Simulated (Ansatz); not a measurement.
Results of PBEsol in Ansatz (PAW) for chalcopyrite CdSnAs2.

Numerical settings: plane-wave cutoff 520 eV, 8×8×8 k mesh, Fermi–Dirac smearing 0.01 eV, scalar-relativistic PAW data made under PBE.

Equation-of-state points:

```json
[
 {"V (Å³/atom)": "26.828", "E − E_lowest (meV/atom)": "8.15"},
 {"V (Å³/atom)": "27.387", "E − E_lowest (meV/atom)": "1.93"},
 {"V (Å³/atom)": "27.946", "E − E_lowest (meV/atom)": "0.00"},
 {"V (Å³/atom)": "28.505", "E − E_lowest (meV/atom)": "1.89"},
 {"V (Å³/atom)": "29.064", "E − E_lowest (meV/atom)": "7.19"}
]
```

Task: Fit the third-order Birch–Murnaghan equation and give B0 and B′.

Result: V0 = 27.939 Å³/atom, B0 = 54.8 GPa, B′ = 4.7 (fit to the energies at full precision).

Shape and atoms are relaxed at each volume.

Note: the relaxation could not lower the start's symmetry, so the cell can be a saddle point above a distorted one; the bulk modulus comes from volumes at which shape and atoms were relaxed.

Spin–orbit coupling is not included.

Computed values are for the static lattice.

Ansatz is a program for electronic structure.
